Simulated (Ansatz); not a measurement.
fcc Ni, treated with r²SCAN (plane waves, PAW; Ansatz, an electronic-structure program).

Run with plane-wave cutoff 560 eV, 26×26×26 k mesh, Fermi–Dirac smearing 0.05 eV, spin-polarised with parallel moments, scalar-relativistic PAW data made under PBE.

Computed points:

```json
[
 {"V (Å³/atom)": "9.885", "E − E_lowest (meV/atom)": "29.19"},
 {"V (Å³/atom)": "10.095", "E − E_lowest (meV/atom)": "12.42"},
 {"V (Å³/atom)": "10.306", "E − E_lowest (meV/atom)": "2.97"},
 {"V (Å³/atom)": "10.516", "E − E_lowest (meV/atom)": "0.00"},
 {"V (Å³/atom)": "10.726", "E − E_lowest (meV/atom)": "2.77"},
 {"V (Å³/atom)": "10.937", "E − E_lowest (meV/atom)": "10.60"},
 {"V (Å³/atom)": "11.147", "E − E_lowest (meV/atom)": "22.91"}
]
```

Q: Fit the third-order Birch–Murnaghan equation and give B0 and B′.

A: V0 = 10.516 Å³/atom, B0 = 218 GPa, B′ = 5.1 (fit to the energies at full precision).

Measured, for comparison: bulk modulus 192 GPa (0 K value with the zero-point phonon effect removed, our sources range from 186 to 195; as tabulated in Mejia-Rodriguez and Trickey (2018), arXiv:1807.09216); equilibrium volume per atom 10.79 Å³/atom (static lattice: zero-point anharmonic expansion removed; as tabulated in Mejia-Rodriguez and Trickey (2018), arXiv:1807.09216). Computed (rounded) less measured: bulk modulus +14 % (+12 % to +17 % over the range), equilibrium volume per atom -2.5 %.
